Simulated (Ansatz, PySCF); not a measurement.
This Ansatz (a quantum-chemistry and plane-wave program) input computes a CCSD(T)/cc-pVDZ energy:

Ansatz 0.2 input:
```yaml
crystal:
  periodic: [false, false, false]
  atoms:
    - {symbol: O, position_ang: [-1.05613991, -0.38056162, -0.01204272]}
    - {symbol: C, position_ang: [0.01219483, 0.60892406, -0.01345114]}
    - {symbol: O, position_ang: [1.11918472, 0.07877032, 0.02005673]}
    - {symbol: H, position_ang: [-0.57752748, -1.23921390, 0.01659471]}
basis:
  gaussian:
    orbitals: cc-pVDZ
total_charge: -1
magnetization: {spin_polarized: false}
correlation: {method: ccsd_t, electrons: outside_noble_gas}
```

### Question
Write an input for the same energy in PySCF and say what it gives.

### Answer

```python
from pyscf import gto, scf, mp, cc as ccmod

mol = gto.M(
    atom='''
    O    -1.05613991   -0.38056162   -0.01204272
    C     0.01219483    0.60892406   -0.01345114
    O     1.11918472    0.07877032    0.02005673
    H    -0.57752748   -1.23921390    0.01659471
    ''',
    basis='cc-pvdz',
    charge=-1,
    spin=0,
    verbose=4,
)

mf = scf.RHF(mol)
mf.conv_tol = 1e-10
mf.max_cycle = 100
mf.kernel()
mp2 = mp.MP2(mf, frozen=3).run()
cc = ccmod.CCSD(mf, frozen=3)
cc.max_cycle = 100
cc.kernel()
et = cc.ccsd_t()
print(f'E(CCSD(T)) = {cc.e_tot + et:.9f}')
```
It gives -188.65896 Eh, and Ansatz -188.65895 Eh, a difference of 0.01 mEh.

It need not be the lowest isomer of its formula. Whether it binds its extra electron was not tested at this geometry.
